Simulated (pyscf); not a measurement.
HO–GeH₃ → O=GeH₂ + hydrogen (H₂), an elimination (singlet surface; H–O, Ge–H broken, H–H formed). PySCF, gas phase, ωB97X-D3(BJ)/def2-SVP geometries. Energies in kJ/mol from the reactant's lowest minimum found.

AM1 to PM7: differences of heats of formation from MOPAC, which are fitted to 298 K values and so differ in kind from electronic energies by zero-point and thermal terms. 

Problem. Quick PM7 single points give ΔE‡ = 297.5 kJ/mol and ΔE = +101.4 kJ/mol. What does ωB97M-D3(BJ)/def2-TZVP give, and how far is the quick result from it?

Solution. ωB97M-D3(BJ)/def2-TZVP gives ΔE‡ = 332.8 kJ/mol and ΔE = +234.8 kJ/mol. PM7 lies 35.4 kJ/mol under it in the barrier and 133.4 kJ/mol under it in the reaction energy, so on this step it does not hold to within 12.6 kJ/mol. ωB97M-D3(BJ)/def2-TZVP has limits of its own. At the saddle there is also a short Ge–H contact that neither side keeps. The same reactants have a lower exit, to HO–GeH: [singlet] + H₂ (barrier +251.2 kJ/mol at ωB97M-D3(BJ)/def2-TZVP, against +332.8 kJ/mol here). O=GeH₂ lies 127.2 kJ/mol over its isomer HO–GeH: [singlet] (electronic energy, ωB97M-D3(BJ)/def2-TZVP). This is the saddle that the search found; another between the same sides may lie lower. In the def2 sets elements up to Kr have no core potential.
